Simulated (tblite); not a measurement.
Species: C2H7P2 (charge -1).
Z-matrix (Å and degrees, GFN2-xTB geometry), rows numbered from 1:
```
C 
P   1  1.8668
C   2  1.8675  1   95.43
P   2  2.1117  1  101.84  3  -103.45
H   1  1.0918  2  110.52  3   -62.95
H   1  1.0915  2  109.52  3    58.66
H   1  1.0904  2  108.01  3   177.20
H   3  1.0914  2  109.55  1   -59.28
H   3  1.0917  2  110.58  1    62.37
H   3  1.0903  2  108.00  1  -177.76
H   4  1.3608  2   90.55  1  -131.73
```

Computed values, GFN2-xTB/tblite, gas phase, harmonic and unscaled. This tight-binding method is rough: wavenumbers can miss measured ones by several per cent, in bad cases by 10 to 20. Modes of hydrogen on phosphorus can be 10 to 20 % off. One conformer, not necessarily the lowest.

Harmonic wavenumbers (cm⁻¹): 105.3, 159.1, 194.8, 226.4, 236.5, 283.1, 534.7, 661.8, 687.2, 786.4, 809.3, 831.8, 894.2, 914.9, 1286.0, 1292.6, 1445.0, 1452.7, 1457.3, 1467.5, 2407.4, 2941.9, 2951.3, 2952.5, 2957.5, 2980.9, 2985.3.

A = 5979, B = 3286, C = 2568 MHz; mass 93.002 u (most abundant isotopes); point group Cs, symmetry number 1.

What is the zero-point energy?

Half the sum of the wavenumbers: 17952 cm⁻¹ = 214.75 kJ/mol.

Entropy at 500 K, 1 bar (ideal gas, RRHO, classical rotation)?

Translation 176.13, rotation 116.31, vibration 112.18: S = 404.6 J/(mol K).

And Cp and H(500 K) − H(0)?

Cp = 142.83 J/(mol K), of which vibrations give 109.57 (their classical limit is 27 R = 224.5); H(500 K) − H(0) = 46.35 kJ/mol without the zero-point energy, 29.72 from vibrations.

Which modes carry the vibrational entropy at 500 K?

105.3 cm⁻¹: 18.27; 159.1 cm⁻¹: 14.88; 194.8 cm⁻¹: 13.24; 226.4 cm⁻¹: 12.02; 236.5 cm⁻¹: 11.67; 283.1 cm⁻¹: 10.25 J/(mol K); the other 21 give 31.85 together.

Blend soft modes into free rotors: weight 1/[1 + (100 cm⁻¹/ν̃)⁴] for the oscillator and the rest for a rotor with moment μB/(μ + B), μ = h/(8π²ν), B = 10⁻⁴⁴ kg m². What vibrational entropy results?

109.64 J/(mol K) in place of 112.18, which changes −T·S at 500 K by +1.27 kJ/mol.

Hindered rotation and anharmonicity are outside this model. Other conformers, if any are populated, would add a mixing term that is left out.

The run took 0.54 s of wall time on AMD EPYC 7571, one thread, no GPU, shared host with 64 logical CPUs at a one-minute load of 46. This covers the Hessian and the dipole derivatives.
